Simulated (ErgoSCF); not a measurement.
# C2H3B (BH2(CCH)): levels of theory compared

Wanted: a comparison of 6 runs (HF/STO-3G, HF/3-21G, HF/cc-pVDZ, HF/def2-SVP, B3LYP/6-31G*, PBE0/def2-SVP) of C2H3B (BH2(CCH)). 

The results are computed with ErgoSCF 3.8.

1 further run of the same task is left out (set aside as unsound or not needed).

## 1. Starting point

C2H3B: 6 atoms, total charge 0, spin state singlet. SMILES: `[H]B([H])C#C`. The coordinates come from a GFN2-xTB relaxation.

Bond lengths: B1–C4 1.497 Å, C4–C5 1.207 Å, B1–H2 1.170 Å, B1–H3 1.170 Å, C5–H6 1.052 Å. Angles: B1–C4–C5 179.9°, H2–B1–C4 119.5°, H3–B1–C4 119.5°, C4–C5–H6 179.8°, H2–B1–H3 121.0°.

## 2. A single-point energy at HF/STO-3G (run 1)

Input file input.xyz:

```xyz
6

B      0.568000     0.981560     0.005360
H      1.733690     0.971960     0.100340
H     -0.021130     1.988210    -0.085920
C     -0.181700    -0.313780    -0.000530
C     -0.784880    -1.359230    -0.006870
H     -1.313990    -2.268710    -0.012390
```

Input file run.inp:

```
# HF on C2H3B
set_nthreads(1)
scf.output_mulliken_pop = 1
scf.max_number_of_iterations = 120
tmpdir = "."
basis = "STO-3G"
scf.use_diagonalization = 1
molecule "input.xyz"
run "HF"
```

The basis set STO-3G is read from a file made from the Basis Set Exchange's data (not shown).

On the command line:

```sh
$ ergo < run.inp
```

Output:

```text
[...]
INSC SCF_general constructor, number of basis functions: 18
[...]
INSC Energy   1 =        -74.74458408142
[...]
INDE E_LUMO =          0.19278790091
[...]
INSC Energy  13 =       -100.82069537579  ( diff     -0.000000000000284 )
[...]
RESC CONVERGED after  13 iterations.
RESC FINAL ENERGY:       -100.82069537579
[...]
INSC SCF: dipole_moment_x [atomic units] =      -0.13197324
INSC SCF: dipole_moment_y [atomic units] =      -0.22672951
INSC SCF: dipole_moment_z [atomic units] =      -0.00133579
[...]
```

It took 0.92 s on 1 thread of Arm Neoverse V2, shared host; peak memory 0.26 GiB.

## 3. The energy at HF/3-21G (run 2)

Input file ergo.in:

```
set_nthreads(1)
molecule_inline Angstrom
B  0.568000 0.981560 0.005360
H  1.733690 0.971960 0.100340
H  -0.021130 1.988210 -0.085920
C  -0.181700 -0.313780 -0.000530
C  -0.784880 -1.359230 -0.006870
H  -1.313990 -2.268710 -0.012390
EOF
tmpdir = "."
scf.output_mulliken_pop = 1
scf.max_number_of_iterations = 120
basis = "3-21G"
scf.use_diagonalization = 1
run "HF"
```

The basis set 3-21G is read from a file made from the Basis Set Exchange's data (not shown).

On the command line:

```sh
$ ergo < ergo.in
```

Output:

```text
[...]
INSC SCF_general constructor, number of basis functions: 33
[...]
INSC Energy   1 =        -54.97538061578
[...]
INDE E_LUMO =          0.06048091509
[...]
INSC Energy  17 =       -101.52288857041  ( diff     -0.000000000016428 )
[...]
RESC CONVERGED after  17 iterations.
RESC FINAL ENERGY:       -101.52288857041
[...]
INSC SCF: dipole_moment_x [atomic units] =      -0.18789340
INSC SCF: dipole_moment_y [atomic units] =      -0.32231348
INSC SCF: dipole_moment_z [atomic units] =      -0.00206968
[...]
```

Run time: 1.3 s. Hardware: 1 thread of Arm Neoverse V2, shared host; peak memory 0.26 GiB.

## 4. The energy at HF/cc-pVDZ (run 3)

Input file job.ego:

```
set_nthreads("env")
molecule_inline
B    1.07336444   1.85487957   0.01012893
H    3.27619929   1.83673820   0.18961512
H   -0.03992991   3.75717238  -0.16236527
C   -0.34336324  -0.59295826  -0.00100155
C   -1.48320824  -2.56857244  -0.01298242
H   -2.48308123  -4.28724056  -0.02341371
EOF
basis = "cc-pVDZ"
tmpdir = "."
scf.output_mulliken_pop = 1
scf.use_diagonalization = 1
scf.max_number_of_iterations = 120
run "HF"
```

The basis set cc-pVDZ is read from a file made from the Basis Set Exchange's data (not shown).

On the command line:

```sh
$ ergo job.ego
```

Output:

```text
[...]
INSC SCF_general constructor, number of basis functions: 57
[...]
INSC Energy   1 =        -32.73049583466
[...]
INDE E_LUMO =          0.05432625402
[...]
INSC Energy  18 =       -102.09490287843  ( diff     -0.000000000001251 )
[...]
RESC CONVERGED after  18 iterations.
RESC FINAL ENERGY:       -102.09490287843
[...]
INSC SCF: dipole_moment_x [atomic units] =      -0.16229013
INSC SCF: dipole_moment_y [atomic units] =      -0.27848272
INSC SCF: dipole_moment_z [atomic units] =      -0.00173295
[...]
```

Wall time 16 s (1 thread of Arm Neoverse V2, shared host); peak memory 0.26 GiB.

Runs 4 to 5 aren't shown in full; the table further down has their settings and results.

## 5. A single-point energy at PBE0/def2-SVP (run 6)

Input file input.ego:

```
set_nthreads("env")
scf.use_diagonalization = 1
XC.angint = 41
scf.output_mulliken_pop = 1
tmpdir = "."
XC.radint = 1e-11
scf.max_number_of_iterations = 120
XC.sparse_mode = 0
basis = "def2-SVP"
molecule_inline
B    1.07336444   1.85487957   0.01012893
H    3.27619929   1.83673820   0.18961512
H   -0.03992991   3.75717238  -0.16236527
C   -0.34336324  -0.59295826  -0.00100155
C   -1.48320824  -2.56857244  -0.01298242
H   -2.48308123  -4.28724056  -0.02341371
EOF
run "PBE0"
```

The basis set def2-SVP is read from a file made from the Basis Set Exchange's data (not shown).

On the command line:

```sh
$ ergo < input.ego
```

Output:

```text
[...]
INDF Weighted mixed functional:
[...]
INSC Energy   1 =        -35.01765277650
[...]
INDE E_LUMO =         -0.08493393234
[...]
INSC Energy  31 =       -102.55645380205  ( diff     -0.000000000006679 )
[...]
RESC CONVERGED after  31 iterations.
RESC FINAL ENERGY:       -102.55645380205
[...]
INSC SCF: dipole_moment_x [atomic units] =      -0.19328276
INSC SCF: dipole_moment_y [atomic units] =      -0.33226094
INSC SCF: dipole_moment_z [atomic units] =      -0.00198556
[...]
```

Run time: 19 s. Hardware: 1 thread of Arm Neoverse V2, shared host; peak memory 0.26 GiB.

## 6. The series

```csv
run,level,integration grid,radint,energy (Eh),dipole moment (D),wall time
1,HF/STO-3G,–,–,-100.820695,0.67,0.92 s
2,HF/3-21G,–,–,-101.522889,0.95,1.3 s
3,HF/cc-pVDZ,–,–,-102.094903,0.82,16 s
4,HF/def2-SVP,–,–,-102.010658,0.83,8.4 s
5,B3LYP/6-31G* (spherical functions),Turbo,1e-11,-102.780274,1.10,11 s
6,PBE0/def2-SVP,Turbo,1e-11,-102.556454,0.98,19 s
```

## 7. What came out

```
            quantity          value
 run 6: total energy  -102.55645 Eh
run 6: dipole moment         0.98 D
```

The dipole moment (its size) runs from 0.67 D (HF/STO-3G) to 1.10 D (B3LYP/6-31G*). The two ends differ in method and basis. Totals of different functionals can't be ranked against each other. In run 1 the basis is minimal, so the values are rough. All runs together took 56 s, the longest 19 s.
